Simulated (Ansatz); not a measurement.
```yaml
crystal:
  periodic: [false, false, false]
  atoms:
    - {symbol: N, position_ang: [0.151892, 1.117232, -0.322204]}
    - {symbol: C, position_ang: [-0.199683, -0.190698, -0.356809]}
    - {symbol: N, position_ang: [0.135912, -0.901426, 0.746691]}
    - {symbol: S, position_ang: [-0.980529, -0.869312, -1.650071]}
    - {symbol: H, position_ang: [-0.208621, 1.683625, -1.069420]}
    - {symbol: H, position_ang: [0.322062, 1.573533, 0.558799]}
    - {symbol: H, position_ang: [0.004709, -1.895102, 0.679641]}
    - {symbol: H, position_ang: [0.866458, -0.574953, 1.357471]}
basis:
  gaussian: {orbitals: aug-cc-pVDZ}
total_charge: 1
magnetization: {spin_polarized: true, initial_magnetization: 9}
hamiltonian: {xc: {name: PBE0-DH}}
accuracy: high
output: {forces: true}
```

```sh
$ ansatz run in.yaml --threads 2 --pin off --events-out ev --progress --plain --max-ram 4352MiB
```

Output, abridged:

```
Functional definition: PBE0-DH
2648 factors; integrals over basis functions are off by at most 3.8e-9 eV
mean field evaluation 1: about -14853.1414 eV, gradient 4.9e1 eV
mean field evaluation 2: about -14853.2062 eV, gradient 4.8e1 eV
mean field evaluation 4: about -14866.1625 eV, gradient 8.3e0 eV
mean field evaluation 8: about -14866.9698 eV, gradient 4.6e-1 eV
mean field evaluation 16: about -14867.0062 eV, gradient 5.2e-3 eV
mean field evaluation 32: about -14867.0062 eV, gradient 1.6e-5 eV
mean field -14867.00624160 eV, -546.3524021601 hartree, gradient 6.2e-8 eV, S^2 24.759541; 8 other end points of the search recorded, 0 dependent functions left out
8 core orbitals not correlated: weight in the atoms' cores, before any rotation towards them, 1.000 or more for the frozen orbitals, at most 0.000 for the correlated occupied ones
reference -14867.00624371 eV, -546.3524022376 hartree; 16, 7 occupied and 108, 117 virtual orbitals, 2648 factors
second order -15.79359460 eV of doubles, -0.00000000 eV of singles
Total energy: -14868.98044304 eV, -546.4249527247 hartree
Atom 0 at     0.151892     1.117232    -0.322204 Å, force     1.505623     4.330140    -0.413822 eV/Å
Atom 1 at    -0.199683    -0.190698    -0.356809 Å, force     4.038629     3.510002     6.688741 eV/Å
Atom 2 at     0.135912    -0.901426     0.746691 Å, force     0.532147    -2.559289     3.788981 eV/Å
Atom 3 at    -0.980529    -0.869312    -1.650071 Å, force    -8.551313    -7.431771   -14.162987 eV/Å
Atom 4 at    -0.208621     1.683625    -1.069420 Å, force    -0.655157     1.863034    -2.380211 eV/Å
Atom 5 at     0.322062     1.573533     0.558799 Å, force     1.089382     2.143076     3.376857 eV/Å
Atom 6 at     0.004709    -1.895102     0.679641 Å, force    -0.669151    -3.013769     0.187222 eV/Å
Atom 7 at     0.866458    -0.574953     1.357471 Å, force     2.709841     1.158578     2.915218 eV/Å
Dipole moment:    -0.148018    -0.128655    -0.245189 e Å
```

Something in this input is off. What?

The spin is set far too high for this molecule. The run converged. The result belongs to that input, not to the molecule as meant.
